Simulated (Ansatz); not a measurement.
# CH4NSi: the cost of one run

Method: UKS B3LYP/def2-SVP, in Ansatz 0.2.0.

## (1) The system as given

Bond lengths: N1–C2 1.395 Å, C2–Si3 1.820 Å, N1–H4 1.009 Å, N1–H5 1.009 Å, C2–H6 1.089 Å, Si3–H7 1.487 Å. Angles: N1–C2–Si3 121.8°, N1–C2–H6 111.3°, Si3–C2–H6 119.1°, C2–N1–H4 114.7°, C2–N1–H5 116.1°, H4–N1–H5 113.1°, C2–Si3–H7 101.2°.

Coordinates:

```xyz
7

N    -0.9799    0.4963   -0.5220
C     0.1448    0.1422    0.2232
Si    1.3349   -1.1005   -0.3701
H    -1.4829   -0.2814   -0.9230
H    -1.5861    1.1888   -0.1084
H     0.5061    0.9811    0.8154
H     2.0631   -1.4265    0.8849
```

## (2) End point A

input.yaml reads:

```yaml
crystal:
  periodic: [false, false, false]
  atoms:
    - { symbol: "N", position_ang: [-0.97994, 0.49634, -0.52197] }
    - { symbol: C, position_ang: [0.14481, 0.14219, 0.22318] }
    - { symbol: Si, position_ang: [1.3349, -1.10053, -0.3701] }
    - { symbol: H, position_ang: [-1.48292, -0.28139, -0.92304] }
    - { symbol: H, position_ang: [-1.58611, 1.18883, -0.10835] }
    - { symbol: H, position_ang: [0.50612, 0.98107, 0.81538] }
    - { symbol: H, position_ang: [2.06313, -1.4265, 0.8849] }
magnetization:
  spin_polarized: true
  initial_magnetization: 1
basis:
  gaussian: { orbitals: def2-SVP }
hamiltonian:
  xc: b3lyp
relax:
  f_tol: 0.015
  max_steps: 40
output:
  orbitals: {}
```

Started as:

```console
> ansatz run input.yaml --threads 1 --pin off --max-ram 2048MiB --backend cpu --events-out ev --progress --plain --runs-dir out
```

What time and memory should one allow on 1 thread of Arm Neoverse V1, shared host?

About 33 s, with a peak of 0.15 GiB.
